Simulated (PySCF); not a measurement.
Task: Write Cartesian coordinates for 2,2,2-trifluoroethylamine, `NCC(F)(F)F` as optimised with PBE0-D3(BJ)/def2-TZVP.

Result: 
```
atom  x, y, z in Å
N1    -1.1887   -0.6188    0.3987
C2    -0.1622    0.3933    0.3749
C3     0.9992   -0.0531   -0.4822
F4     0.6030   -0.3136   -1.7396
F5     1.9270    0.9127   -0.5503
F6     1.5943   -1.1505   -0.0180
H7    -1.8677   -0.4288    1.1213
H8    -1.6757   -0.6668   -0.4863
H9    -0.4681    1.3765   -0.0105
H10    0.2337    0.5407    1.3815
```

Any rigid rotation of these coordinates is as good. Atoms count from 1 in this order. N1 (primary amine nitrogen) is pyramidal (angles 111.2°, 111.0° and 108.2°, sum 330.4°, 0.36 Å off the plane of its three neighbours). Of the pairs four or more bonds apart, F4···H8 is among the closest relative to their van der Waals radii: 2.62 Å, 98 % of the sum of Bondi's values.

Bonds between heavy atoms (Å): N1–C2 1.442, C2–C3 1.511, C3–F4 1.344, C3–F5 1.341, C3–F6 1.332.

Computed, not measured: PBE0-D3(BJ)/def2-TZVP geometry optimisation, gas phase in PySCF.

Not checked by PBE0-D3(BJ)/def2-TZVP frequencies. The numbers are those of one conformer (H–N1–C2–C3 167° and -72°).
